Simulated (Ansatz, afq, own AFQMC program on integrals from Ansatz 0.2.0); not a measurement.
## NHO, singlet: AFQMC among the cluster methods

```
atom   x (Å)    y (Å)    z (Å)
   N  0.0000  -0.1339   0.5885
   O  0.0000   0.0668  -0.5843
   H  0.0000   0.7999   1.0971
```

Connectivity, by distances: NH–O.

Basis cc-pVDZ. Only valence electrons are correlated. AFQMC by an in-house program on the Cholesky factors that Ansatz 0.2.0 writes for its CCSD(T) run. ph-AFQMC/CISD is guided by a CISD state made of CCSD amplitudes; releasing the constraint for a short imaginary time cuts its bias at the price of noise, slowly where states lie close. ± is one standard error of the sampling.

Determinant: RHF, the one that the program's search chose, which needn't be the lowest solution. The geometry is a point of a scan.

No full CI on the walks' own integrals is used here; CCSDT(Q) serves as the reference and is uncertain by about the last step of the cluster series.

Cautions: higher spins were not checked; restricted determinant unstable towards unrestricted (UHF 91 meV lower, ⟨S²⟩ 0.41).

- T1 diagnostic: 0.0153
- weight of the determinant in the CISD state: 0.886
- size of the correlated space: 12 electrons in 31 orbitals

Reference: CCSDT(Q), correlation energy -10.123 eV. The released energy is read at 2.40 1/Eh (meV from the phaseless value at times in 1/Eh: 27 ± 20 at 0.24, 25 ± 20 at 0.51, -3 ± 17 at 0.99, 32 ± 19 at 1.62, -11 ± 27 at 2.40).

```tsv
level	E − E(reference) (mEh)	share of correlation (%)
HF	372.02	0.00
MP2	25.80	93.07
CCSD	13.41	96.40
CCSD(T)	1.90	99.49
CCSDT	1.57	99.58
ph-AFQMC/CISD	-0.13 ± 0.60	100.04
released AFQMC	-0.54 ± 1.01	100.15
```

A walk keeps the symmetry of its determinant, which the program's search chose and which needn't be the lowest solution, so a lower state of the same spin and another symmetry isn't excluded. Released energies are given only where the last usable release times agree within the noise; a slower fall can still hide under it.
